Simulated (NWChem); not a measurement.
**Correlation energy of O**

SMILES: [O]
```xyz
1

O      0.0000     0.0000     0.0000
```
Charge 0, spin multiplicity 3.

The numbers come from NWChem runs, not from measurements.

Basis set: cc-pVTZ. Each correlation energy counts from its own Hartree-Fock reference.

The correlated methods keep 1 core orbital frozen. The stability of the SCF solutions was not checked. Open-shell Hartree-Fock references start from PBE0 orbitals. Coupled-cluster values serve here as a point of comparison, not as the truth.

Q: One of these methods gave a correlation energy of -143.1 mHa. Which?
A) URI-MP2
B) CCSD[T] on UHF
C) CCSD on UHF
D) SCS-UMP2

A: A, URI-MP2. The others give -141.0 (SCS-UMP2), -159.3 (CCSD on UHF), -162.3 (CCSD[T] on UHF).
